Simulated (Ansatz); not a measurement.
**C₃H₂S₃: up Jacob's ladder to CCSD(T)**

The task here is to estimate one member of a computed series from the others.

Program: Ansatz 0.2.0, Gaussian basis. Level of theory: functionals in def2-TZVPP, the program's frozen cores in correlated methods. These are calculated values, not measurements.

The runs, in order: LDA (SPW92), PBE-D4, revPBE-D4, BLYP-D4, r2SCAN-D4, B97M-V, PBE0-D4, B3LYP-D4, r2SCANh-D4, r2SCAN0-D4, HSE06-D4, BHLYP-D4, CAM-B3LYP-D4, LC-ωPBE, ωB97X-V, ωB97M-V, B2PLYP, PBE-QIDH; CCSD(T)/def2-SVP; CCSD(T)/def2-TZVPP; MP2/def2-QZVPP; extrapolation to the limit; RPA on PBE.

## The geometry

An earlier PBE0-D4 in a triple-zeta def2 set relaxation fixed the geometry.

8 atoms, charge 0, spin multiplicity 1.

Atoms are counted from 1 here; the program's logs count them from 0.

Bond lengths: S1–C2 1.632 Å, C2–S3 1.738 Å, C2–S6 1.738 Å, S3–C4 1.722 Å, C4–C5 1.338 Å, C4–H7 1.082 Å, C5–S6 1.722 Å, C5–H8 1.082 Å. Angles: S1–C2–S3 124.2°, S1–C2–S6 124.2°, S3–C2–S6 111.6°, C2–S3–C4 97.7°, S3–C4–C5 116.5°, S3–C4–H7 118.6°, C5–C4–H7 124.9°, C4–C5–S6 116.5°, C4–C5–H8 124.9°, S6–C5–H8 118.6°, C2–S6–C5 97.7°.

Set-up of the first run:

File in.yaml:

```yaml
crystal:
  periodic: [false, false, false]
  atoms:
    - {symbol: S, position_ang: [0.911024, -0.924843, 2.872631]}
    - {symbol: C, position_ang: [0.439463, -0.446111, 1.385696]}
    - {symbol: S, position_ang: [1.399390, -0.633811, -0.050562]}
    - {symbol: C, position_ang: [0.290078, 0.071778, -1.162775]}
    - {symbol: C, position_ang: [-0.866234, 0.513124, -0.653971]}
    - {symbol: S, position_ang: [-1.084792, 0.314434, 1.042556]}
    - {symbol: H, position_ang: [0.568553, 0.127902, -2.206544]}
    - {symbol: H, position_ang: [-1.657470, 0.977548, -1.227041]}
basis:
  gaussian: {orbitals: def2-TZVPP}
hamiltonian: {xc: lda}
output: {orbitals: {seedname: orbitals}}
```

Command:

```bash
$ ansatz run in.yaml --threads 4 --pin off --events-out ev --progress --plain --max-ram 10444MiB
```

Steps of the session up to this table: LDA; PBE-D4 (GGA); revPBE-D4 (GGA); BLYP-D4 (GGA); r2SCAN-D4 (meta-GGA); B97M-V (meta-GGA); PBE0-D4 (hybrid); B3LYP-D4 (hybrid); r2SCANh-D4 (hybrid); r2SCAN0-D4 (hybrid); HSE06-D4 (hybrid); BHLYP-D4 (hybrid); CAM-B3LYP-D4 (range-separated); LC-ωPBE (range-separated); ωB97X-V (range-separated); ωB97M-V (range-separated); B2PLYP (double hybrid); PBE-QIDH (double hybrid).

One table of the session follows, with a row left open; its other results are not shown here.

It belongs to the step «Orbital energies across the functionals». 

```
  functional  HOMO (eV)  LUMO (eV)  gap (eV)
 LDA (SPW92)      -5.53      -2.81      2.72
      PBE-D4      -5.37      -2.63      2.75
   revPBE-D4          ?          ?         ?
     BLYP-D4      -5.18      -2.46      2.72
   r2SCAN-D4      -5.60      -2.56      3.04
      B97M-V      -5.64      -2.51      3.13
     PBE0-D4      -6.37      -1.90      4.47
    B3LYP-D4      -6.15      -2.05      4.10
  r2SCANh-D4      -5.97      -2.29      3.69
  r2SCAN0-D4      -6.50      -1.86      4.63
    HSE06-D4      -5.99      -2.27      3.72
    BHLYP-D4      -7.14      -0.98      6.16
CAM-B3LYP-D4      -7.47      -0.86      6.61
     LC-ωPBE      -8.69       0.06      8.75
     ωB97X-V      -8.38       0.08      8.46
     ωB97M-V      -8.23       0.10      8.33
```

Estimate the missing values for revPBE-D4.

As computed: HOMO (eV): -5.31; LUMO (eV): -2.56; gap (eV): 2.76. In the column «HOMO (eV)» it lies between PBE-D4 (-5.37) and BLYP-D4 (-5.18).
